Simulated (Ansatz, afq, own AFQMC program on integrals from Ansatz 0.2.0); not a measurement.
**Atomization energy of WHCl2, quartet**

```xyz
4

W     0.0000   -0.2634    0.0000
Cl    0.0000    0.7110   -2.0304
Cl    0.0000    0.7110    2.0304
H     0.0000   -1.9793    0.0000
```

Connectivity, by distances: Cl–WH–Cl.

Atoms in their ground-state spins without spin–orbit coupling (mostly on UHF) minus the molecule (UHF), without zero-point energy. The geometry is a stationary point, not shown to be a minimum.

Basis def2-SVP with its core potentials. Noble-gas cores (and the filled d shells of Ga–Kr and In–Xe) are frozen. Integrals, coupled cluster, full CI and functionals: Ansatz 0.2.0; the random walks run on the same integrals in our own AFQMC program. ph-AFQMC/CISD is guided by a CISD state made of CCSD amplitudes; releasing the constraint for a short imaginary time cuts its bias at the price of noise, slowly where states lie close. Error bars are statistical, one sigma. No spin–orbit coupling. The metal's outer-core s and p shells are frozen, which shifts wave-function levels against functionals. The errors of all members are added in quadrature.

No full CI on the walks' own integrals is used here; CCSDT(Q) serves as the reference and is uncertain by about the last step of the cluster series. Each member takes its own surest rung, up to full CI.

The best estimate is CCSD(T) at the basis-set limit (CBS: def2-TZVPP and def2-QZVPP, with their diffuse functions for anions and beside diffuse sets, CCSD(T) itself extrapolated) plus the step from CCSD(T) to CCSDT(Q) in def2-SVP. Rows without CBS are in def2-SVP, the functionals in def2-TZVP; B2PLYP and the wave-function rows carry a basis error of their own. Core correlation and relativity beyond core potentials are missing, and ± holds the sampling alone.

Cautions: no spin-orbit coupling; outer-core shells of the metal frozen; WHCl₂ (quartet): lower spins were not checked, the released energies move by 1.5 errors or more from one time to the next, so no released level is given (meV from the phaseless value at times in 1/Eh: -10 ± 7 at 0.24, -14 ± 5 at 0.48, -9 ± 6 at 0.80, -20 ± 7 at 1.20), though the last usable value meets CCSDT(Q) within the noise, its ph-AFQMC/CISD value lies 16 ± 7 meV above CCSDT(Q).

```tsv
level	atomization energy (eV)
wB97M-V	11.709
PBE0	11.379
PBE	11.794
```

Q: From these cheaper values, estimate the atomization energy at the level of the best estimate.

A: 11.795 eV (best estimate, highest rung CCSDT(Q)).

```csv
level,atomization energy (eV),error against the best estimate (eV)
HF,7.296,-4.499
MP2,10.294,-1.501
CCSD,10.097,-1.697
CCSD(T),10.359,-1.436
CCSDT,10.380,-1.415
CCSDT(Q),10.397,-1.397
ph-AFQMC/CISD,10.390 ± 0.007,-1.404 ± 0.007
HF/CBS,7.740,-4.054
MP2/CBS,11.892,0.097
CCSD(T)/CBS,11.757,-0.038
r2SCAN,11.454,-0.340
B3LYP,11.586,-0.209
B2PLYP,11.569,-0.225
```

Correlation beyond CCSD(T) adds 0.038 eV. Going to the basis-set limit adds 1.398 eV at CCSD(T). The perturbative (T) step is worth +0.261 eV.

Best estimates are given only where the step beyond CCSD(T) is under 0.3 eV and no member's determinant is very poor (T1 over 0.05, or 0.07 for open shells, ⟨S²⟩ too high by 0.3, two states mixed), so the hardest cases are missing from such tables.

The functionals ran in a triple-zeta set and keep a basis error of their own, a few kJ/mol for each bond in atomization energies and more for double hybrids, so close places among them and the extrapolated levels can swap.

CCSDT and higher add their correlation energy to the determinant of the CCSD(T) run, since their own runs factorise the integrals more tightly (a shift of under 2 meV). Each member of a difference takes its own highest rung, so a best estimate needn't equal the limit plus the step of one row. A walk keeps the symmetry of its determinant, which the program's search chose and which needn't be the lowest solution, so a lower state of the same spin and another symmetry isn't excluded. The exponents were fitted on light atoms, and def2 sets of heavy atoms don't grow evenly, so the limit is rough here.
